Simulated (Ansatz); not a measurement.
# C3H2O3: the cost of one run

Program: Ansatz 0.2.0. Level of theory: the levels named in each step. These are calculated values, not measurements.

### 1 The system as given

Bond lengths: O1–C2 1.186 Å, C2–O3 1.357 Å, O3–C4 1.365 Å, C4–C5 1.335 Å, C2–O6 1.356 Å, C5–O6 1.365 Å, C4–H7 1.069 Å, C5–H8 1.069 Å. Angles: O1–C2–O3 125.7°, O1–C2–O6 125.8°, O3–C2–O6 108.5°, C2–O3–C4 107.2°, O3–C4–C5 108.5°, O3–C4–H7 118.0°, C5–C4–H7 133.5°, C4–C5–O6 108.5°, C4–C5–H8 133.5°, O6–C5–H8 118.0°, C2–O6–C5 107.2°.

Structure file:

```xyz
8

O     1.8828   -0.0099    0.3186
C     0.7138   -0.0040    0.1204
O    -0.0127    1.0601   -0.3040
C    -1.3104    0.6496   -0.4043
C    -1.3772   -0.6352   -0.0496
O    -0.1228   -1.0594    0.2811
H    -2.0384    1.3615   -0.7289
H    -2.1787   -1.3390    0.0168
```

### 2 A rough first relaxation, PBE-D4/def2-SVP

This run stands in another session on the same molecule. It ended at:

```xyz
8

O     1.9218   -0.0103    0.3244
C     0.7419   -0.0037    0.1266
O    -0.0095    1.0729   -0.3077
C    -1.3199    0.6562   -0.4073
C    -1.3874   -0.6415   -0.0490
O    -0.1210   -1.0725    0.2847
H    -2.0634    1.3858   -0.7403
H    -2.2063   -1.3632    0.0187
```

### 3 Relaxation, HF/STO-3G

File input.yaml:

```yaml
crystal:
  periodic: [false, false, false]
  atoms:
    - { symbol: O, position_ang: [1.92176504, -0.01030355, 0.32441638] }
    - { symbol: C, position_ang: [0.74194882, -0.00367245, 0.12657416] }
    - { symbol: O, position_ang: [-0.00945552, 1.07294831, -0.30769188] }
    - { symbol: C, position_ang: [-1.31988658, 0.65621096, -0.4072781] }
    - { symbol: C, position_ang: [-1.38735166, -0.64152039, -0.04899224] }
    - { symbol: O, position_ang: [-0.12096938, -1.07254947, 0.28473333] }
    - { symbol: H, position_ang: [-2.06340227, 1.38583567, -0.74032649] }
    - { symbol: H, position_ang: [-2.20627845, -1.36322909, 0.01867484] }
basis:
  gaussian: { orbitals: STO-3G }
hamiltonian:
  xc: hf
relax:
  f_tol: 0.002
  max_steps: 150
```

Launch:

```
$ ansatz run input.yaml --threads 4 --pin off --max-ram 10240MiB --backend cpu --events-out ev --progress --plain --runs-dir out
```

Q: Estimate wall time and peak memory on 4 threads of Intel Xeon Platinum 8488C (Sapphire Rapids), shared host.

About 1.8 s, with a peak of 0.11 GiB.
